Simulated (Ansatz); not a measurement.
Reaction (SMILES): OO (H2O2) → H2O2+ (doublet, bonded as OO) + e-
B3LYP-D3(BJ)/def2-TZVP geometries, fixed; electronic energies without zero-point terms.
Largest species:
```
O
H 1 0.9680
O 1 1.4504 2 100.54
H 3 0.9680 1 100.54 2 115.91
```
Charge 0, spin multiplicity 1.

Basis-set convergence of the adiabatic ionisation energy at PBE with Ansatz (a quantum-chemistry and plane-wave program). All functions are spherical. Open shells are unrestricted. No added dispersion term, no relativity. Functions are those of the species that has most. Reference: the value in aug-pcseg-3, 10.261 eV, itself unsure by roughly 0.007 eV (its mean distance from aug-cc-pVQZ, cc-pV5Z, def2-QZVPPD). Deviations are taken from unrounded values.

```tsv
basis	functions	adiabatic ionisation energy (eV)	minus reference (eV)
cc-pVDZ	38	9.824	-0.437
def2-SVPD	62	10.327	0.067
aug-cc-pVDZ	64	10.253	-0.007
cc-pVTZ	88	10.118	-0.143
def2-TZVPD	98	10.255	-0.006
jun-cc-pV(T+d)Z	106	10.270	0.009
def2-TZVPPD	114	10.259	-0.002
aug-cc-pVTZ	138	10.272	0.011
cc-pVQZ	170	10.194	-0.067
def2-QZVPPD	198	10.259	-0.001
aug-cc-pVQZ	252	10.261	0.001
cc-pV5Z	292	10.243	-0.018
```

The smallest set listed that lies within 0.05 eV of the reference with all its larger relatives (same family, alike in diffuse functions; a set with none counts only in the reference's own line) is aug-cc-pVDZ (64 functions, -0.007 eV off). Inside, with no larger relative to test it: cc-pV5Z.
